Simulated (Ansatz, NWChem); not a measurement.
Worked example: vertical detachment energy of CN− (cyanide)

The species is CN− (2 atoms), meant as a singlet with charge -1. SMILES: `[C-]#N`. The coordinates come from a PBE0-D4/def2-TZVPD relaxation.

```xyz
2

C     0.4997   -0.1617    0.2573
N    -0.4997    0.1617   -0.2573
```

Both states at this one shape; open shells run unrestricted unless said. 1 Eh = 27.2114 eV.

| level | program | singlet CN− (Eh) | doublet CN (Eh) |
| --- | --- | --- | --- |
| B3LYP/aug-cc-pVTZ | Ansatz | -92.895551 | -92.746808 |
| wB97X/6-311++G(3df,3pd) | NWChem | -92.862176 | -92.710822 |
| wB97X/6-31+G* (spherical functions) | NWChem | -92.833499 | -92.683037 |
| wB97X/aug-cc-pVTZ | Ansatz | -92.863363 | -92.712704 |

**Question.** Work out the vertical ionisation energy at each level.

**Answer.** 
1. B3LYP/aug-cc-pVTZ: -92.746808 − (-92.895551) = 0.148743 Eh = 4.05 eV.
2. wB97X/6-311++G(3df,3pd): -92.710822 − (-92.862176) = 0.151354 Eh = 4.12 eV.
3. wB97X/6-31+G* (spherical functions): -92.683037 − (-92.833499) = 0.150462 Eh = 4.09 eV.
4. wB97X/aug-cc-pVTZ: -92.712704 − (-92.863363) = 0.150659 Eh = 4.10 eV.

No measured value is set beside it here; the levels span 4.05 to 4.12 eV.
